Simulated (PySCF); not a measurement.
**LiMg: from constants to spectrum**

ROHF-CCSD(T) constants of LiMg, ²Σ⁺ (doublet), unpaired electrons σ ↑ (PySCF, no relativity, basis sets Li cc-pVDZ, Mg cc-pVDZ; masses 7.0160 and 23.9850 u):

- ωe: 175.9 cm⁻¹
- ωexe: 6.19 cm⁻¹
- Be: 0.31564 cm⁻¹
- αe: 0.0107 cm⁻¹
- De to Li + Mg: 0.147 eV

**Question.** What force constant and bond length do these constants imply?

**Answer.** Reduced mass μred = 5.4282 u; k = 5.8918×10⁻⁷·μred·ωe² (u, cm⁻¹, mdyn/Å) = 0.0990 mdyn/Å; Re = √(16.8576/(μred·Be)) (u, cm⁻¹, Å) = 3.137 Å.

**Question.** Estimate the centrifugal constant D from the Kratzer relation and find the Dunham coefficient a1.

**Answer.** D = 4Be³/ωe² = 4.07e-06 cm⁻¹; a1 = −1 − αeωe/(6Be²) = -4.15.

Correlated steps freeze 1 core orbital. The bond is weak. Basis-set superposition, not corrected here, can be much of De in a small basis, most of all at correlated wavefunction levels. The state was picked by a PBE0 search and need not be the measured ground state.
